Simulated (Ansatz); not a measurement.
# SiH₅O₂+ (SMILES O[SiH2][OH2+]): single points off equilibrium

Aim: energy, forces and dipole at a structure displaced at random from a GFN2-xTB minimum, from CCSD(T) and from density functionals.

Method: single points in def2-TZVPP; program: Ansatz 0.2.0, Gaussian basis.

Cores are frozen in the correlated methods.

**1. The starting structure**

SMILES `O[SiH2][OH2+]`, 8 atoms, charge 1, spin multiplicity 1.

Atoms are counted from 1 here; the program's logs count them from 0.

Bond lengths: O1–Si2 1.585 Å, O1–H4 0.954 Å, Si2–O3 1.846 Å, Si2–H5 1.464 Å, Si2–H6 1.460 Å, O3–H7 0.982 Å, O3–H8 0.957 Å. Angles: Si2–O1–H4 134.6°, O1–Si2–O3 97.9°, O1–Si2–H5 115.9°, O1–Si2–H6 117.3°, O3–Si2–H5 97.7°, O3–Si2–H6 97.2°, H5–Si2–H6 121.7°, Si2–O3–H7 118.7°, Si2–O3–H8 119.6°, H7–O3–H8 109.8°.

Coordinates:

```
atom    x (Å)    y (Å)    z (Å)
  O1  -1.0728  -0.0808  -0.9857
 Si2  -0.1429   0.6954   0.0369
  O3   0.8762  -0.7398   0.5923
  H4  -1.8200   0.1598  -1.5276
  H5   0.9375   1.4864  -0.5546
  H6  -0.7132   1.0297   1.3383
  H7   1.4870  -1.1608  -0.0510
  H8   0.4843  -1.4095   1.1531
```

**2. CCSD(T)/def2-TZVPP**

File run/in.yaml:

```yaml
crystal:
  periodic: [false, false, false]
  atoms:
    - {symbol: O, position_ang: [-1.072800, -0.080800, -0.985700]}
    - {symbol: Si, position_ang: [-0.142900, 0.695400, 0.036900]}
    - {symbol: O, position_ang: [0.876200, -0.739800, 0.592300]}
    - {symbol: H, position_ang: [-1.820000, 0.159800, -1.527600]}
    - {symbol: H, position_ang: [0.937500, 1.486400, -0.554600]}
    - {symbol: H, position_ang: [-0.713200, 1.029700, 1.338300]}
    - {symbol: H, position_ang: [1.487000, -1.160800, -0.051000]}
    - {symbol: H, position_ang: [0.484300, -1.409500, 1.153100]}
basis:
  gaussian: {orbitals: def2-TZVPP}
total_charge: 1
correlation: {method: ccsd_t}
output: {forces: true}
```

The command line of these runs was not kept.

Standard output, cut to the lines that bear on the results:

```text
Functional definition: HF
  name "HF"
  cite "Fock, Z. Phys. 61, 126 (1930) doi:10.1007/BF01340294"
  parent pbe
[...]
1033 factors; integrals over basis functions are off by at most 6.7e-4 eV
[...]
mean field -12013.13679068 eV, -441.4746342611 hartree, gradient 1.4e-6 eV, S^2 0.000000; 0 other end points of the search recorded, 0 dependent functions left out
7 core orbitals not correlated: weight in the atoms' cores, before any rotation towards them, 1.000 or more for the frozen orbitals, at most 0.000 for the correlated occupied ones
reference -12013.13679068 eV, -441.4746342611 hartree; 10, 10 occupied and 157, 157 virtual orbitals, 1033 factors
second order -16.39359002 eV of doubles, -0.00000000 eV of singles
cycle   1  -16.60426075 eV  change   -2.1e-1 eV  update   7.6e-2
[...]
cycle   9  -17.03290602 eV  change   -3.4e-6 eV  update   1.1e-5
perturbative correction -0.52015168 eV, -0.0191152218 hartree
[...]
Total energy: -12030.68984839 eV, -442.1196972338 hartree
Atom 0 at    -1.072800    -0.080800    -0.985700 Å, force    -0.200371    -0.302614    -0.242348 eV/Å
Atom 1 at    -0.142900     0.695400     0.036900 Å, force     0.481362    -0.313950     0.233426 eV/Å
Atom 2 at     0.876200    -0.739800     0.592300 Å, force     0.552694     0.444762    -0.790597 eV/Å
Atom 3 at    -1.820000     0.159800    -1.527600 Å, force    -0.119387     0.163579    -0.044165 eV/Å
Atom 4 at     0.937500     1.486400    -0.554600 Å, force    -0.118578     0.109368     0.119616 eV/Å
Atom 5 at    -0.713200     1.029700     1.338300 Å, force    -0.008650     0.187932    -0.035092 eV/Å
Atom 6 at     1.487000    -1.160800    -0.051000 Å, force    -0.384956     0.179075     0.445443 eV/Å
Atom 7 at     0.484300    -1.409500     1.153100 Å, force    -0.202115    -0.468152     0.313716 eV/Å
Dipole moment:     0.215801    -0.297683     0.143275 e Å
```

It took 57 s on 4 threads, shared host; peak memory 3 GiB.

**3. PBE0-D4/def2-TZVPP**

Changes to run/in.yaml since step 2:

```diff
@@ -14,3 +14,3 @@
 total_charge: 1
-correlation: {method: ccsd_t}
-output: {forces: true}
+hamiltonian: {xc: pbe0, dispersion: d4}
+output: {forces: true, orbitals: {seedname: orbitals}}
```

The log in run was not kept; the run's report gives a total energy of -12041.970728 eV.

It took 1.1 s on 4 threads, shared host; peak memory 0.34 GiB.

**4. wB97M-V/def2-TZVPP**

Changes to run/in.yaml since step 3:

```diff
@@ -14,3 +14,3 @@
 total_charge: 1
-hamiltonian: {xc: pbe0, dispersion: d4}
-output: {forces: true, orbitals: {seedname: orbitals}}
+hamiltonian: {xc: {name: wB97M-V}}
+output: {forces: true}
```

The log in run was not kept; the run's report gives a total energy of -12047.682568 eV.

Wall time 2.5 s (4 threads, shared host); peak memory 0.43 GiB.

**5. r2SCAN-D4/def2-TZVPP**

Changes to run/in.yaml since step 4:

```diff
@@ -14,3 +14,3 @@
 total_charge: 1
-hamiltonian: {xc: {name: wB97M-V}}
+hamiltonian: {xc: r2scan, dispersion: d4}
 output: {forces: true}
```

The log in run was not kept; the run's report gives a total energy of -12046.928156 eV.

Wall time 1.1 s (4 threads, shared host); peak memory 0.21 GiB.

**6. PBE-D4/def2-TZVPP**

Changes to run/in.yaml since step 5:

```diff
@@ -14,3 +14,3 @@
 total_charge: 1
-hamiltonian: {xc: r2scan, dispersion: d4}
+hamiltonian: {xc: pbe, dispersion: d4}
 output: {forces: true}
```

The log in run was not kept; the run's report gives a total energy of -12041.070169 eV.

Wall time 0.7 s (4 threads, shared host); peak memory 0.19 GiB.

**7. B97M-V/def2-TZVPP**

Changes to run/in.yaml since step 6:

```diff
@@ -14,3 +14,3 @@
 total_charge: 1
-hamiltonian: {xc: pbe, dispersion: d4}
+hamiltonian: {xc: {name: B97M-V}}
 output: {forces: true}
```

Standard output, cut to the lines that bear on the results:

```text
Functional definition: B97M-V
  name "B97M-V"
  cite "Mardirossian & Head-Gordon, J. Chem. Phys. 142, 074111 (2015) doi:10.1063/1.4907719"
  cite "Becke, J. Chem. Phys. 107, 8554 (1997) doi:10.1063/1.475007"
  cite "Vydrov & Van Voorhis, J. Chem. Phys. 133, 244103 (2010) doi:10.1063/1.3521275"
  # Of w^i u^j: cxij and so on, Table III.
[...]
  gx(w, u) = cx00 + cx01*u + cx02*u^2 + (cx10 + cx11*u)*w
  gss(w, u) = css00 + css02*u^2 + css10*w + (css32*w^3 + css42*w^4)*u^2
  gos(w, u) = cos00 + cos01*u + cos03*u^3 + cos10*w + cos32*w^3*u^2
[...]
      + integral(e_c_pw_mod_opposite_spin*gos(b97_w_opposite, b97_u_opposite)) + vv10(b, c)
885 factors; their error is unknown
[...]
mean field -12046.30431415 eV, -442.6935182666 hartree, gradient 2.2e-5 eV, S^2 0.000000; 0 other end points of the search recorded, 0 dependent functions left out
[...]
reference -12046.30436521 eV, -442.6935201430 hartree; 17, 17 occupied and 157, 157 virtual orbitals, 885 factors
Total energy: -12046.30436521 eV, -442.6935201430 hartree
Atom 0 at    -1.072800    -0.080800    -0.985700 Å, force    -0.082112    -0.089926    -0.073777 eV/Å
Atom 1 at    -0.142900     0.695400     0.036900 Å, force     0.269439    -0.527242     0.000586 eV/Å
Atom 2 at     0.876200    -0.739800     0.592300 Å, force     0.501284     0.337048    -0.836789 eV/Å
Atom 3 at    -1.820000     0.159800    -1.527600 Å, force     0.036906     0.128971     0.072736 eV/Å
Atom 4 at     0.937500     1.486400    -0.554600 Å, force    -0.117532     0.082077     0.120328 eV/Å
Atom 5 at    -0.713200     1.029700     1.338300 Å, force     0.002185     0.161919    -0.042629 eV/Å
Atom 6 at     1.487000    -1.160800    -0.051000 Å, force    -0.480690     0.247507     0.548702 eV/Å
Atom 7 at     0.484300    -1.409500     1.153100 Å, force    -0.129480    -0.340353     0.210842 eV/Å
Dipole moment:     0.208539    -0.326376     0.129475 e Å
```

Wall time 2.1 s (4 threads, shared host); peak memory 0.25 GiB.

**8. r2SCANh-D4/def2-TZVPP**

Changes to run/in.yaml since step 7:

```diff
@@ -14,3 +14,3 @@
 total_charge: 1
-hamiltonian: {xc: {name: B97M-V}}
+hamiltonian: {xc: {name: r2SCANh}, dispersion: d4}
 output: {forces: true}
```

The log in run was not kept; the run's report gives a total energy of -12046.653963 eV.

It took 1.5 s on 4 threads, shared host; peak memory 0.36 GiB.

**9. The levels compared**

```
    method  RMS force component (eV/Å)  RMS error against CCSD(T) (eV/Å)  angle to CCSD(T) forces (°)
   CCSD(T)                       0.327                         reference                    reference
   PBE0-D4                       0.316                             0.083                         14.7
   wB97M-V                       0.313                             0.051                          8.8
 r2SCAN-D4                       0.321                             0.071                         12.6
    PBE-D4                       0.397                             0.219                         33.4
    B97M-V                       0.309                             0.120                         21.6
r2SCANh-D4                       0.318                             0.088                         15.7
```

Energy less the free neutral atoms in their ground states at the same level (atoms from separate runs):

Differences are taken before rounding.

```
      method                    rung  energy less atoms (kcal/mol)  from CCSD(T) (kcal/mol)
      PBE-D4                     GGA                        -477.4                    -13.4
   r2SCAN-D4                meta-GGA                        -475.8                    -11.8
      B97M-V                meta-GGA                        -474.9                    -10.9
     PBE0-D4                  hybrid                        -465.9                     -1.8
  r2SCANh-D4                  hybrid                        -471.2                     -7.2
     wB97M-V  range-separated hybrid                        -481.2                    -17.1
Hartree-Fock            wavefunction                        -309.7                   +154.3
         MP2            wavefunction                        -474.8                    -10.7
        CCSD            wavefunction                        -457.2                     +6.9
     CCSD(T)            wavefunction                        -464.0                        0
```

What each level took, beside its miss in the forces (shared host):

```
    method   time  RMS force error (eV/Å)
   CCSD(T)   57 s                       0
   PBE0-D4  1.1 s                   0.083
   wB97M-V  2.5 s                   0.051
 r2SCAN-D4  1.1 s                   0.071
    PBE-D4  0.7 s                   0.219
    B97M-V  2.1 s                   0.120
r2SCANh-D4  1.5 s                   0.088
```

**10. Results**

```
                                  quantity                                                                                             value
energy less free atoms, CCSD(T)/def2-TZVPP                                                                                   -464.0 kcal/mol
                       RMS force component                                                              0.309 to 0.397 eV/Å over the methods
                           RMS force error  PBE0-D4 0.083, wB97M-V 0.051, r2SCAN-D4 0.071, PBE-D4 0.219, B97M-V 0.120, r2SCANh-D4 0.088 eV/Å
                    HOMO and LUMO, PBE0-D4                                                                               -14.63 and -5.91 eV
                             T1 diagnostic                                                                                             0.010
```

What this shows: Against CCSD(T) the functionals' energies less atoms differ by -17.1 to -1.8 kcal/mol, PBE-D4 by -13.4 kcal/mol. The reference is not at the basis limit: in triple zeta CCSD(T) underbinds, which counts against methods that bind more; the gaps are no ranking. On forces the order runs from wB97M-V to PBE-D4. Frozen-core CCSD(T) forces in triple zeta carry basis errors of their own, and this is one geometry, so small gaps rank nothing.
